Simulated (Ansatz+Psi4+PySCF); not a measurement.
Results of a calculation; reference values are marked as such.
Input for PySCF 2.14.0:

```python
from pyscf import gto, scf, mp

mol = gto.M(atom="""
Li 0.000000 0.000000 0.410000
H 0.000000 0.000000 -2.870000
""", basis={'H': 'cc-pvtz', 'Li': 'cc-pcvtz'}, charge=0, spin=0)
mf = scf.RHF(mol)
mf.kernel()
pt = mp.MP2(mf, frozen=None).run()
print(mf.e_tot, pt.e_corr, pt.e_tot)
```

The script is written out from the run's settings.

The run gave:

```
Converged                       : yes
Reference energy                : -7.90205 hartree
Correlation energy              : -0.06659 hartree
Total energy                    : -7.96864 hartree
Spin squared of the determinant : 0.000
```

Caution: large amplitudes, a single reference is doubtful; an unrestricted determinant lies well below.
